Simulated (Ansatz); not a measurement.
## Lutetium, hcp: convergence with Gaussian smearing

Computed with Ansatz, PBE, scalar-relativistic PAW, on the relaxed cell (a = 3.507 Å, c = 5.477 Å (c/a = 1.562); spin not included). Errors count from a run at 420 eV on a Γ-centred 17×17×10 mesh with Fermi-Dirac smearing of 0.1 eV, extrapolated to zero width. Fixed here: cutoff 420 eV, mesh 10×10×6. The SCF starts from atomic densities corrected by a trained network.

```tsv
width (eV)	E(σ→0) error (meV/atom)	F error (meV/atom)	P (GPa)	SCF iterations
0.01	-0.1	-0.2	-0.28	8
0.03	-0.2	-0.6	-0.30	8
0.1	0.0	-3.8	-0.23	9
0.2	0.8	-16.3	-0.07	9
0.3	-0.5	-37.2	0.07	9
0.6	-13.5	-137.3	0.51	8
```

What does the run at 1.0 give (width)?

E(σ→0) error (meV/atom): -36.1; F error (meV/atom): -341.4; P (GPa): 1.25; SCF iterations: 8.
